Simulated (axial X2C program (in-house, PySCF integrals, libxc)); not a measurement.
**What spin–orbit coupling does to AlN⁻**

All values were computed with an in-house relativistic program for diatomic molecules. Spin-free means the one-electron spin-free X2C Hamiltonian; two-component (2c) means X2C with spin–orbit coupling and atomic mean-field two-electron Coulomb and Gaunt terms, so the difference of the two also holds small scalar two-electron terms. Basis: Al dyall-av3z [9s9p3d2f], N dyall-av3z [7s7p3d2f] (cores contracted in-house); Gaussian nuclei, density fitting, unrestricted open shells. Masses: Al 26.982 u, N 14.003 u.

Spin-free state: M_S = 1/2, Λ = 0 (beyond evenly filled blocks: σα); fragments Al- + N for PBE0, HF, CCSD, CCSD(T); Al + N- for BLYP.

```json
{"level": "PBE0", "Re (Å)": "1.714", "ωe (cm⁻¹)": "893.2", "De (eV)": "3.754", "μ (D)": "-2.13"}
{"level": "HF", "Re (Å)": "1.767", "ωe (cm⁻¹)": "630.2", "De (eV)": "0.859", "μ (D)": "-0.66"}
{"level": "CCSD", "Re (Å)": "1.719", "ωe (cm⁻¹)": "896.5", "De (eV)": "3.407", "μ (D)": "n/a"}
{"level": "CCSD(T)", "Re (Å)": "1.720", "ωe (cm⁻¹)": "906.9", "De (eV)": "3.706", "μ (D)": "n/a"}
{"level": "BLYP", "Re (Å)": "1.733", "ωe (cm⁻¹)": "857.3", "De (eV)": "n/a", "μ (D)": "-2.44"}
```

Correlated methods: 9 electrons correlated (number of frozen shells: Al 2 s, 1 p; N 1 s), 201 virtual spin orbitals or spinors in MP2, 90 natural virtuals in coupled cluster.

Dipoles are positive if N is the positive end and refer to the centre of mass.

Two-component determinant lowest at the distance of the search:

Ω = 1/2 (⟨Sz⟩ = 0.50, ⟨Lz⟩ = 0.00 at HF); fragments Al- + N for PBE0, HF, CCSD, CCSD(T); Al + N- for BLYP.

```json
{"level": "PBE0", "Re (Å)": "1.714", "ωe (cm⁻¹)": "893.2", "De (eV)": "3.755", "μ (D)": "-2.13"}
{"level": "HF", "Re (Å)": "1.767", "ωe (cm⁻¹)": "630.4", "De (eV)": "0.859", "μ (D)": "-0.66"}
{"level": "CCSD", "Re (Å)": "1.719", "ωe (cm⁻¹)": "896.3", "De (eV)": "3.408", "μ (D)": "n/a"}
{"level": "CCSD(T)", "Re (Å)": "1.720", "ωe (cm⁻¹)": "906.7", "De (eV)": "3.707", "μ (D)": "n/a"}
{"level": "BLYP", "Re (Å)": "1.733", "ωe (cm⁻¹)": "857.3", "De (eV)": "n/a", "μ (D)": "-2.44"}
```

**Question.** From the two tables, how do the constants change at the CCSD(T) level (2c against spin-free)?

**Answer.** At the CCSD(T) level Re is unchanged within 0.001 Å and ωe stays the same within 0.2 cm⁻¹; De is not compared, since the atomic limits differ or miss part of their spin–orbit lowering.

One determinant describes the state; a PBE0 search over occupations chose it and may have missed a lower one. Dissociation energies refer to the lowest single-determinant-based atoms at the same level and basis. De is not given where an atomic determinant may have missed its ground term or J level, or where the truncated virtual space spoils (T). Density functionals use the spin component along the axis (collinear). CCSD and (T) use frozen natural virtuals with an MP2 correction for the truncation; (T) itself is uncorrected, so its De runs slightly low. The 2c atoms are single determinants rather than J levels; their spin–orbit lowering is only partly caught, and De is too large by that part. This holds for PBE0, CCSD, CCSD(T). Other states lie close and PBE0, whose exact exchange favours high spin, may order them wrongly; the determinant shown need not be the ground state. The nearest other spin-free determinant of the search, M_S = 1/2, Λ = 1, lies 0.10 eV up at the distance of the search. Without a current term, density functionals place determinants with orbital angular momentum somewhat too high. The highest occupied level of some functionals is positive through self-interaction error; at Hartree–Fock it is bound. The determinant is spin-polarised beyond a pure state at some levels (its spin-free form has ⟨S²⟩ too high), which makes Re and μ there less reliable. The T1 diagnostic is large, a sign of multireference character. Hartree–Fock gets electron affinities wrong, so its lowest charge split need not be the true one.
